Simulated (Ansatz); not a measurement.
The reference is Pd in the fcc (Cu type) structure (space group Fm-3m, No. 225; a = 3.876 Å).

Level of theory: PBEsol in Ansatz (plane waves to 420 eV, PAW, without spin-orbit coupling), earlier PAW set.

It is then changed as follows: Rh takes the place of Pd on all its sites, then cell and atoms are relaxed.

Measured lattice parameter a: Pd 3.876 Å (static lattice; corrected from measurement; as listed in Daniel Mejia-Rodriguez, S. B. Trickey, Phys. Rev. B (2018)); Rh 3.794 Å (static lattice; corrected from measurement; as listed in Daniel Mejia-Rodriguez, S. B. Trickey, Phys. Rev. B (2018)).

Problem. How well does PBEsol reproduce the measured shift?

Solution. With PBEsol the lattice parameter a moves by -0.095 Å (3.876 → 3.780) against -0.082 Å measured.

No phonon test of stability was made. All final runs are without spin polarisation.

Ansatz is a program for electronic structure.
